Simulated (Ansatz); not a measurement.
This geometry of CH₂NaS (5 atoms, charge 0, multiplicity 2) is a first-order saddle point.

Level of theory: UKS r2SCANh-D4/6-31G* in Ansatz 0.2.0.

```xyz
5
Properties=species:S:1:pos:R:3
C -0.582 0.117 -0.056
S 0.450 0.589 1.260
Na 2.021 -0.645 -0.212
H -0.259 -0.454 -0.934
H -1.630 0.394 -0.058
```

Q: Which two structures does it join? (They come from a converged band through this point; their orientation in space is the band's.)

A: No bond is made or broken. The dihedral H4–C1–S2–Na3 goes from -104 to 104°. The two ends are copies of one structure, up to a mirror image or an exchange of like atoms.

Initial state:

```xyz
5
Properties=species:S:1:pos:R:3
C -0.404 0.130 -0.228
S 0.685 1.126 0.691
Na 1.462 -1.269 0.645
H -0.383 0.176 -1.317
H -1.360 -0.163 0.208
```

Final state:

```xyz
5
Properties=species:S:1:pos:R:3
C -0.405 0.129 -0.228
S 0.681 1.121 0.698
Na 1.474 -1.269 0.641
H -1.361 -0.169 0.206
H -0.389 0.188 -1.317
```

Q: How far does it lie above each of them?

A: 0.261 eV above the first and 0.261 eV above the second. This is the barrier of this one path; another mechanism may lie lower.

Time of the run: 2.6 min on 1 thread of Arm Neoverse V2, with other jobs on the host, peak memory 0.2 GiB.
